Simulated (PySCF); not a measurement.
All of these have the formula C2H3N. The calculation used TDDFT CAM-B3LYP/def2-SVPD, vertical, gas phase, core orbitals frozen in the response (PySCF). Geometries: GFN2-xTB; one conformer of each isolated species. Triplets are in the Tamm–Dancoff approximation.

A. 2H-azirine, `C1=NC1`
B. acetonitrile, `CC#N`
C. methyl isocyanide, `[C-]#[N+]C`

Lowest singlet levels (six at most, fewer where fewer were computed) with oscillator strengths:

1. 7.93 eV (f 0.000); 8.27 eV (f 0.003 summed over 2 states); 8.79 eV (f 0.005 summed over 2 states); 9.64 eV (f 0.037 summed over 2 states); 9.94 eV (f 0.030); T1 6.55 eV
2. 8.12 eV (f 0.000); 8.25 eV (f 0.155 summed over 2 states); 8.42 eV (f 0.002 summed over 2 states); 8.65 eV (f 0.021); 9.02 eV (f 0.011 summed over 2 states); T1 5.94 eV
3. 5.13 eV (f 0.000); 7.06 eV (f 0.038); 7.90 eV (f 0.008); 8.01 eV (f 0.001); 8.31 eV (f 0.057); 8.53 eV (f 0.005); T1 4.38 eV

**Question.** Which spectrum belongs to which structure?

**Answer.** 1 = B, 2 = C, 3 = A.
- A: S1 at 5.13 eV, HOMO→LUMO (99%); Löwdin shares by element: HOMO carbon 50%, nitrogen 43%; LUMO carbon 50%, nitrogen 38%, hydrogen 10% or more; HOMO -9.35 and LUMO 0.53 eV; point group Cs, 1 of its 6 listed states under f = 0.0005.
- B: S1 at 7.93 eV, HOMO-1/HOMO→LUMO+1/LUMO+2 (≥68%); Löwdin shares by element: HOMO (one of a set within 0.03 eV) nitrogen 47%, carbon 46%; LUMO carbon 65%, hydrogen 22% or more; HOMO -11.00 and LUMO 0.98 eV; point group C3v, 1 of its 8 listed states under f = 0.0005.
- C: S1 at 8.12 eV, HOMO-2/HOMO-1→LUMO+1/LUMO+2 (≥90%); Löwdin shares by element: HOMO carbon 83% or more, nitrogen 15%; LUMO carbon 50% or more, hydrogen 38%; HOMO -10.14 and LUMO 1.08 eV; point group C3v, 1 of its 8 listed states under f = 0.0005.

A slash joins orbitals within 0.01 eV of each other, whose weights are summed (≥ marks a lower bound).
